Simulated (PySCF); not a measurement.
Exact simulation of a proton spin system

Molecule: `[H]/N=C/C=C\C=C`, C$_{5}$H$_{7}$N.

Cartesian coordinates in Å; atom numbers follow the order of the lines, from 1:
```xyz
13

C    -2.474   -0.766   -0.239
C    -1.157   -0.568   -0.204
C    -0.562    0.645    0.297
C     0.750    0.931    0.372
C     1.841    0.079   -0.035
N     3.028    0.496    0.099
H    -2.902   -1.679   -0.617
H    -3.167   -0.019    0.111
H    -0.495   -1.342   -0.564
H    -1.268    1.390    0.645
H     1.068    1.884    0.772
H     1.581   -0.904   -0.449
H     3.755   -0.148   -0.206
```

Calculated, not measured (PySCF 2.14): NMR shieldings at PBE0/pcSseg-1/GIAO, spin–spin couplings from B3LYP/pcJ-1 (spin–dipole term only in couplings to heteroatoms), structure optimised with GFN2-xTB. Non-relativistic, one computed conformer, no solvent model.

δ = σ(ref) − σ, references computed at the same level: ¹H (σ = 31.72 ppm) against TMS.

The 6-spin Hamiltonian (Zeeman plus full scalar coupling among like nuclei) was diagonalised exactly; lines are Lorentzian, 0.5 Hz wide, and the maxima above 3 % are listed with the tallest set to 100.

Peak list at 800 MHz for the spins H7/H8/H9/H10/H11/H12:
δ in ppm (height): 9.157 (99), 9.155 (99), 9.145 (100), 9.143 (100), 7.387 (23), 7.385 (23), 7.372 (26), 7.371 (31), 7.371 (30), 7.370 (27), 7.365 (24), 7.363 (24), 7.357 (25), 7.355 (25), 7.351 (26), 7.350 (32), 7.349 (31), 7.348 (27), 7.335 (26), 7.334 (26), 6.828 (14), 6.827 (36), 6.825 (36), 6.824 (14), 6.812 (17), 6.812 (23), 6.811 (45), 6.811 (51), 6.810 (48), 6.809 (49), 6.808 (22), 6.808 (19), 6.796 (14), 6.795 (37), 6.794 (37), 6.792 (14), 6.447 (14), 6.445 (27), 6.443 (27), 6.441 (14), 6.435 (14), 6.433 (27), 6.431 (32), 6.429 (31), 6.427 (26), 6.425 (13), 6.418 (13), 6.417 (25), 6.415 (25), 6.413 (13), 5.742 (47), 5.741 (85), 5.739 (46), 5.720 (45), 5.719 (84), 5.718 (45), 5.709 (45), 5.707 (56), 5.707 (55), 5.705 (45), 5.695 (44), 5.693 (55), 5.693 (55), 5.691 (44)

Problem. Extract the chemical shifts and coupling constants behind this pattern (give the signs of the calculation).

Solution. 
Shifts (ppm): H7 5.70, H8 5.73, H9 7.36, H10 6.81, H11 6.43, H12 9.15.
Couplings (Hz): H7–H8: 0.2; H7–H9: 11.5; H7–H10: -1.2; H7–H11: 1.7; H8–H9: 17.4; H8–H10: -1.1; H8–H11: 1.2; H9–H10: 12.4; H9–H11: -1.4; H10–H11: 12.9; H10–H12: -1.1; H11–H12: 9.6.
These are the parameters used. A line list fixes at most the relative signs, and those only where coupling is strong; other parameter sets or atom labellings may fit too, and couplings well below the line width leave little trace.

OH/NH shifts are gas-phase values; hydrogen bonding in solution moves them, usually downfield. Unscaled 3J(H,H) at this level run about 10 % above measured values.
